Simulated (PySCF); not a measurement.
Cyclopentanone, C₅H₈O.
Bonds: O1–C2 (double), C2–C3, C3–C4, C4–C5, C5–C6, C2–C6. Hydrogens: H7, H8 on C3; H9, H10 on C4; H11, H12 on C5; H13, H14 on C6.

The closed-shell ground state was solved at several levels (PySCF, density fitting, gas phase, non-relativistic). Geometry: PBE0-D3(BJ)/def2-TZVP, one conformer, isolated molecule.

```
                level  basis functions  HOMO (eV)  LUMO (eV)  gap (eV)  dipole (D)
CAM-B3LYP/aug-cc-pVTZ              460      -8.46       0.15      8.61        3.31
     PBE0/aug-cc-pVTZ              460      -7.01      -0.56      6.45        3.22
          B3LYP/pcJ-2              498      -6.79      -0.79      6.00        3.22
  wB97X-D/aug-cc-pVTZ              460      -8.89       0.77      9.66        3.25
           PBE0/pcJ-2              498      -7.01      -0.52      6.49        3.21
```

Task: Estimate the row for B97-2/pcJ-2, a basis of 498 functions; the other rows only guide the guess.

Result: HOMO -6.73 eV, LUMO -0.58 eV, gap 6.15 eV, dipole 3.19 D.

Task: Over all these levels, which gives the widest orbital gap and which the narrowest?

Result: wB97X-D/aug-cc-pVTZ (range-separated hybrid) has the widest, 9.66 eV, and B3LYP/pcJ-2 (global hybrid, 20 % exact exchange) the narrowest, 6.00 eV. Functional and basis both differ between the two, so the spread mixes both effects.

Task: How far do the dipole and the HOMO energy spread over the levels?

Result: The dipole runs from 3.19 to 3.31 D (mean 3.23 D) and the HOMO from -8.89 to -6.73 eV.
